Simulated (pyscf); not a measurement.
H₂N–SiH₂–F + H₂ → H₂N–SiH₂–F + H₂ (four-centre exchange; singlet surface; H–N, H–H broken, H–N, H–H formed). Structures and frequencies: ωB97X-D3(BJ)/def2-SVP in PySCF. Energies in kcal/mol from the separated reactants.

| level | barrier | reaction energy |
|---|---|---|
| PBE/def2-TZVP | 69.4 | 0.0 |
| r²SCAN/def2-TZVP | 73.8 | 0.0 |
| PBE0-D3(BJ)/def2-TZVP | 73.0 | 0.0 |
| M06-2X/def2-TZVP | 79.0 | 0.0 |
| ωB97M-D3(BJ)/def2-TZVP | (withheld) | 0.0 |
| HF/def2-TZVP | (withheld) | 0.0 |

**Question.** Fill in the missing entries.

**Answer.** 
- ωB97M-D3(BJ)/def2-TZVP, barrier: 75.9
- HF/def2-TZVP, barrier: 89.7

The functionals in the table span 9.7 kcal/mol in this barrier, from PBE to M06-2X. The same reactants have a lower exit, to F–SiH₃ + NH₃ (barrier +44.9 kcal/mol at ωB97M-D3(BJ)/def2-TZVP, against +75.9 kcal/mol here). Another saddle between the same species, by other bonds, lies lower (59.6 kcal/mol against 75.9 kcal/mol at ωB97M-D3(BJ)/def2-TZVP).
